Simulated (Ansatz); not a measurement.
# [H2PO2]− (SMILES O=[PH2][O-]): methods side by side

[H2PO2]−: 5 atoms, total charge -1, spin state singlet. SMILES: `O=[PH2][O-]`. The coordinates come from a GFN2-xTB relaxation.

Quantity: the vertical detachment energy (to the doublet neutral), in eV. The values are calculated.

```csv
level,kind,program,value (eV),less FCI/STO-3G,CPU time (all runs)
SVWN5/STO-3G,LDA,Ansatz,-2.76,+1.16,3.6 s
PBE/STO-3G,GGA,Ansatz,-2.80,+1.12,6.2 s
B3LYP/STO-3G,global hybrid,Ansatz,-2.61,+1.31,4.4 s
BHLYP/STO-3G,global hybrid,Ansatz,-2.64,+1.28,4.6 s
wB97X/STO-3G,range-separated hybrid,Ansatz,-2.51,+1.41,19 s
B2PLYP/STO-3G,double hybrid,Ansatz,-2.98,+0.94,6.7 s
RPA@PBE/STO-3G,RPA,Ansatz,-4.76,-0.84,9.6 s
CCSD(T)/STO-3G,coupled cluster or CI,Ansatz,-3.91,+0.01,1.2 s
CCSDT/STO-3G,coupled cluster or CI,Ansatz,-3.92,0.00,3.3 s
FCI/STO-3G,exact in the basis,Ansatz,-3.92,0.00,41 s
```

FCI/STO-3G is exact within its basis and frozen core, so for wave-function methods in that basis the difference is their error; functionals converge differently with the basis, so for them it is only a difference. Sets without diffuse functions describe the anion poorly. The values span -4.76 to -2.51 eV. All rows use very small basis sets, so none should be taken for the real molecule's value. In so small a basis fixed costs decide the times, and correlated methods can beat functionals. Times are those of the runs behind each value, whatever else they computed, on shared processors of several kinds: orders of magnitude only.
